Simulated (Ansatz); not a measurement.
**AlHO+ (doublet): wave-function methods side by side, 6-31G**

Aim: climb from Hartree-Fock through coupled cluster for AlHO+ (doublet) at one geometry and basis, and see what each rung misses.

Method: 6-31G, core rule «outside noble gas», up to 6 orbitals frozen; program: Ansatz 0.2.0, Gaussian basis.

The runs, in order: UHF; CCSD(T) on ROHF; CCSD(T) on UHF; BCCD(T) on ROHF; CISD; CCSDT(Q) on ROHF; CCSDT(Q) on UHF; CISDTQ; CCSDTQ on ROHF; CCSDTQ on UHF; Full CI.

14 further runs of the same task are left out: 6 for a known fault of the program, 2 that didn't finish, 6 set aside as unsound or not needed.

### 1 The system

The geometry is a PBE0/def2-TZVP stationary point (not a proven minimum) of the parent state, kept for this charge and spin.

3 atoms, charge 1, spin multiplicity 2.

Atoms are counted from 1 here; the program's logs count them from 0.

Bond lengths: Al1–O2 1.594 Å, Al1–H3 1.568 Å. Angles: O2–Al1–H3 180.0°.

### 2 UHF

in.yaml

```yaml
crystal:
  periodic: [false, false, false]
  atoms:
    - {symbol: Al, position_ang: [0.000000, 0.000000, 0.008471]}
    - {symbol: O, position_ang: [0.000000, 0.000000, -1.585277]}
    - {symbol: H, position_ang: [0.000000, 0.000000, 1.576806]}
basis:
  gaussian: {orbitals: 6-31G}
total_charge: 1
magnetization: {spin_polarized: true, initial_magnetization: 1}
hamiltonian: {xc: hf}
output: {orbitals: {seedname: orbitals}}
```

Run with:

```console
$ ansatz run in.yaml --threads 1 --pin off --events-out ev --progress --plain --max-ram 2393MiB
```

The runs that follow: CCSD(T) on ROHF; CCSD(T) on UHF; BCCD(T) on ROHF; CISD; CCSDT(Q) on ROHF; CCSDT(Q) on UHF; CISDTQ; CCSDTQ on ROHF; CCSDTQ on UHF; Full CI.

Q: Predict the results of all the runs planned. Wanted: FCI below the RHF energy; RMP2 from FCI; UMP2 from FCI; RCCSD from FCI; RCCSD(T) from FCI; UCCSD(T) from FCI; RCCSDT(Q) from FCI; UCCSDT(Q) from FCI; T1 diagnostic.

As calculated:

| quantity | value |
| --- | --- |
| FCI below the RHF energy | -3.5726 eV |
| RMP2 from FCI | +482.9 meV |
| UMP2 from FCI | +471.2 meV |
| RCCSD from FCI | +89.4 meV |
| RCCSD(T) from FCI | +21.7 meV |
| UCCSD(T) from FCI | +21.5 meV |
| RCCSDT(Q) from FCI | +0.9 meV |
| UCCSDT(Q) from FCI | -1.5 meV |
| levels within 1 kcal/mol (43 meV) | RCCSD(T), UCCSD(T), BCCD(T), RCCSDT, UCCSDT, CISDTQ, RCCSDT(Q), UCCSDT(Q), RCCSDTQ, UCCSDTQ |
| T1 diagnostic | 0.023 |
| effectively unpaired electrons | 1.03 |

In words: RCCSD(T) misses by +21.7 meV, 0.6 % of the correlation energy. One determinant dominates. These misses are within one basis, not against nature; the frozen cores of restricted and unrestricted runs differ, which can shift their rows.
